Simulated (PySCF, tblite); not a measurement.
# C5H7O radical: geometry, infrared bands and EPR parameters

What infrared bands and EPR parameters should C5H7O radical (`[CH2]OCC1C=C1`) show?

The runs use tblite 0.8.0 and PySCF 2.14.0, with density-fitted response routines of our own; the level of theory stands in each step. All values are computed, except where a source is named. Atoms are numbered from 0 throughout.

## (1) The molecule as given

13 atoms, charge 0, multiplicity 2; geometry from: force field or distance geometry start.

Bonds of the start (Å): C0–O1 1.37, O1–C2 1.42, C2–C3 1.50, C3–C4 1.43, C4–C5 1.30, C5–C3 1.44, C0–H6 1.07, C0–H7 1.08, C2–H8 1.10, C2–H9 1.10, C3–H10 1.08, C4–H11 1.06, C5–H12 1.07.

## (2) Geometry optimisation with GFN2-xTB

The job: settings as JSON, then the geometry in Å.

```
{"job": {"kind": "relax", "xc": "GFN2-xTB", "basis": "xTB"}, "charge": 0, "multiplicity": 2}
C      2.540400    -0.446700     0.100500
O      1.239800    -0.763600    -0.184600
C      0.371800     0.355800    -0.105600
C     -1.010400    -0.086900    -0.489300
C     -2.173300     0.630800    -0.056200
C     -1.958900    -0.515900     0.508600
H      3.213200    -1.273900     0.034000
H      2.772200     0.538500     0.488100
H      0.698200     1.119600    -0.823900
H      0.385300     0.787500     0.906400
H     -1.055600    -0.581600    -1.447800
H     -2.779300     1.496500    -0.167100
H     -2.247700    -1.259700     1.219200
```

Launch:

```bash
> OMP_NUM_THREADS=1 python probes_run.py task.json out
```

The driver reads the jobs from task.json and runs them one after another.

**Question.** This job is followed by: GFN2-xTB harmonic vibrations, gas phase; UKS B3LYP, pcH-1 on C H O, non-relativistic, mean-field spin-orbit, GIAO. What will the session give for the following? strongest single infrared mode (GFN2-xTB); zero-point energy (GFN2-xTB); g(iso) (B3LYP); ⟨S²⟩; largest a(iso) (averaged by class); surface potential, 1st and 99th percentile.

As calculated:

| quantity | value |
| --- | --- |
| strongest single infrared mode (GFN2-xTB) | 2834 cm⁻¹, 62 km/mol |
| zero-point energy (GFN2-xTB) | 62.9 kcal/mol |
| g(iso) (B3LYP) | 2.00332 |
| ⟨S²⟩ | 0.753 (exact 0.75) |
| largest a(iso) (averaged by class) | 13C on C0, 136.2 MHz |
| surface potential, 1st and 99th percentile | -1.36 V and 1.23 V |

In words: The optimisation took 67 steps and gained 0.187 eV; among the close pairs (by a distance rule), C3–C4 changed most, from 1.434 to 1.499 Å. All 33 modes are real, so the xTB geometry is a minimum. The strongest single mode, at 2834 cm⁻¹, moves mainly H8. GFN2-xTB is a fitted tight-binding method: band positions and strengths are rough. Its intensities can rank the bands wrongly. Most of the unpaired spin sits on C0 (0.92 e). The isotropic g lies 1.0 ppt above the free-electron value.
